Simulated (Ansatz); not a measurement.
O3, SMILES O=[O+][O-] (connectivity only; charge and spin as stated), charge -1, multiplicity 2.

Geometry optimised at PBE-D3(BJ)/def2-TZVPD. The isomer is the one that the SMILES or the coordinates give; other isomers of the formula were not compared.

Two levels are set side by side: PBE/def2-TZVPD (Ansatz, a program for electronic structure) and PBE0/def2-TZVPD (Ansatz). Energy differences of separate SCF runs at the same geometry; the states with an electron removed or added have multiplicity 1. Differences are taken from unrounded values.

| quantity | PBE0 |
|---|---|
| vertical ionisation energy (eV) | 3.15 |

Q: What does PBE give, and how far is it from PBE0? (The exact figures need the calculation; the answer reports its results.)

A: 
```
quantity                          PBE  PBE minus PBE0
-------------------------------  ----  --------------
vertical ionisation energy (eV)  2.57           -0.58
```
